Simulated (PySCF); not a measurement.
MgCl: everyday levels beside a composite calculation

PySCF; the state is a doublet (σ ↑). The composite is CCSD(T) extrapolated to the basis-set limit from two correlation-consistent sets, with core-valence (CV) and scalar-relativistic (SR) terms as its label shows; it has no spin–orbit coupling and nothing beyond (T). Here it is CCSD(T)/CBS(DT)+CV. It gives Re = 2.201 Å, ωe = 469 cm⁻¹ and De = 3.29 eV to Mg + Cl.

| level | basis | relativity | Re (Å) | ωe (cm⁻¹) | De (eV) |
| --- | --- | --- | --- | --- | --- |
| UHF | 6-311G(d,p) | no relativity | 2.235 | 455 | 2.85 |
| UHF-SCS-MP2 | x2c-TZVPPall | spin-free X2C | 2.215 | 462 | 3.24 |
| UHF-CCSD | x2c-TZVPPall | spin-free X2C | 2.212 | 463 | 3.03 |
| PBE | pcseg-1 | no relativity | 2.284 | 403 | 3.05 |
| PBE | def2-SVP | no relativity | 2.243 | 452 | 3.41 |
| r²SCAN | pcseg-1 | no relativity | 2.270 | 417 | 3.31 |
| r²SCAN | x2c-TZVPPall | spin-free X2C | 2.211 | 458 | 3.59 |
| PBE0 | 6-311G(d,p) | no relativity | 2.231 | 446 | 3.31 |
| PBE0 | x2c-TZVPPall | spin-free X2C | 2.209 | 457 | 3.33 |
| BHandHLYP | x2c-TZVPPall | spin-free X2C | 2.205 | 462 | 3.09 |

Question: Give the difference of each row from the composite.

Answer: 

```tsv
level	basis	ΔRe (pm)	Δωe (%)	ΔDe (eV)
UHF	6-311G(d,p)	+3.4	-3.0	-0.44
UHF-SCS-MP2	x2c-TZVPPall	+1.4	-1.5	-0.05
UHF-CCSD	x2c-TZVPPall	+1.1	-1.3	-0.26
PBE	pcseg-1	+8.3	-14.1	-0.24
PBE	def2-SVP	+4.2	-3.6	+0.12
r²SCAN	pcseg-1	+6.9	-11.1	+0.02
r²SCAN	x2c-TZVPPall	+1.0	-2.3	+0.30
PBE0	6-311G(d,p)	+3.0	-4.9	+0.02
PBE0	x2c-TZVPPall	+0.8	-2.6	+0.04
BHandHLYP	x2c-TZVPPall	+0.4	-1.5	-0.20
```

Question: Which rows come closest in De?

Answer: r²SCAN in pcseg-1 (+0.02 eV); PBE0 in 6-311G(d,p) (+0.02 eV), counted from the composite.

Correlated steps freeze 6 core orbitals. The state is the lowest determinant that a PBE0 search found; another state may lie lower at other levels.
